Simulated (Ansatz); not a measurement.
Relaxation of AlClH3N (6 atoms, charge 0, multiplicity 1), to a largest force component of 0.02 eV/Å in at most 40 steps.

The calculation used RKS BLYP/def2-SVP in Ansatz 0.2.0.

```xyz
6
Properties=species:S:1:pos:R:3
Al 0.000 0.000 0.000
N 0.000 0.000 1.920
H -0.877 -0.271 2.450
H 0.877 0.271 2.450
H 1.351 0.000 -0.780
Cl -1.931 0.000 -1.115
```

Task: Where does it end, and by what steps?

Result: It converged. After 5 steps the energy has fallen by 0.407 eV; H4 moved furthest, 0.23 Å.

| step | energy less start (eV) | largest force component (eV/Å) | accepted |
| --- | --- | --- | --- |
| 0 | 0.0000 | 1.872 | yes |
| 1 | -0.3207 | 1.222 | yes |
| 2 | -0.3863 | 0.880 | yes |
| 3 | -0.4061 | 0.120 | yes |
| 4 | -0.4064 | 0.063 | yes |
| 5 | -0.4068 | 0.014 | yes |

```xyz
6
Properties=species:S:1:pos:R:3
Al -0.005 0.012 0.039
N -0.023 -0.002 1.818
H -0.858 -0.064 2.408
H 0.816 0.052 2.402
H 1.356 0.112 -0.755
Cl -1.867 -0.111 -0.986
```

The run took 9.3 s on 1 thread of Arm Neoverse V2 (shared host), peak memory 0.12 GiB.
